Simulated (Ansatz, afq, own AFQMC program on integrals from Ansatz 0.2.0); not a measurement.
Integrals from Ansatz 0.2.0, then the random walk in our own AFQMC program (afq).

```yaml
crystal:
  periodic: [false, false, false]
  atoms:
    - {symbol: Al, position_ang: [0.000000, 0.000000, 0.000000]}
    - {symbol: P, position_ang: [0.000000, 0.000000, 2.208000]}
basis:
  gaussian: {orbitals: 6-31G}
magnetization: {spin_polarized: true, initial_magnetization: 2}
correlation: {method: ccsd_t, electrons: outside_noble_gas, hamiltonian_folder: ham}
```

```sh
$ ansatz run in.yaml --threads 1 --pin off --events-out ev --progress --plain --max-ram 1382MiB
```

afq runs on the folder ham with

```
--method free --trial cisd --walkers 200 --time-step 0.03 --max-blocks 80 --target-error 0.00034 --factor-cut 1e-05 --seed 4754 --times 0,0.3,0.6,1.2,1.8,2.4,3.6,4.8,6 --taylor-order 8
```

Times are imaginary, in 1/Eh. The walk had a cap of 533 s.

Log:

```
orbitals 16  electrons 5 3  factors 86 of 278
reference energy -582.53997512 Eh
CCSD correlation -0.08287919 Eh in 15 cycles, weight of the determinant in the CISD state 0.8637
repeat  energy at the last time / Eh  error
    10  -582.627511  0.000545
    20  -582.627857  0.000360
    30  -582.627531  0.000289
time / (1/Eh)  energy / Eh  error  mean overlap
  0.00  -582.622797  0.000091  1.1585
  0.30  -582.624089  0.000112  1.1603
  0.60  -582.624983  0.000136  1.1587
  1.20  -582.625879  0.000147  1.1660
  1.80  -582.626205  0.000116  1.1722
  2.40  -582.626542  0.000138  1.1777
  3.60  -582.626754  0.000195  1.2040
  4.80  -582.627511  0.000211  1.2128
  6.00  -582.627574  0.000283  1.2235
energy -582.627574 +/- 0.000283 Eh
```

The run failed at least one of its tests; the cautions name the faults.

Against this walk (error 7.7 meV) on the same determinant: CCSD(T) 41.0 meV higher, CCSDT(Q) 2.3 meV lower (within the noise), CCSDTQ 0.5 meV higher (within the noise), full CI 0.5 meV higher (within the noise). The error is statistical, and a free projection of finite length keeps a remainder of its start.

Cautions: remainder of the start not in the error; start not forgotten; lower spins were not checked; an unrestricted solution with more broken spin lies lower (170 meV, ⟨S²⟩ 2.23); raised T1 diagnostic (T1 0.049, weight of the determinant 0.86, largest double 0.10); unrestricted determinant slightly spin contaminated (⟨S²⟩ 2.08 against 2.00).

The walk took 50 s on 1 thread of Arm Neoverse V1, with other jobs on the host. The log's last line is the free-projection energy.

CCSDT and higher add their correlation energy to the determinant of the CCSD(T) run, since their own runs factorise the integrals more tightly (a shift of under 2 meV). A walk keeps the symmetry of its determinant, which the program's search chose and which needn't be the lowest solution, so a lower state of the same spin and another symmetry isn't excluded.
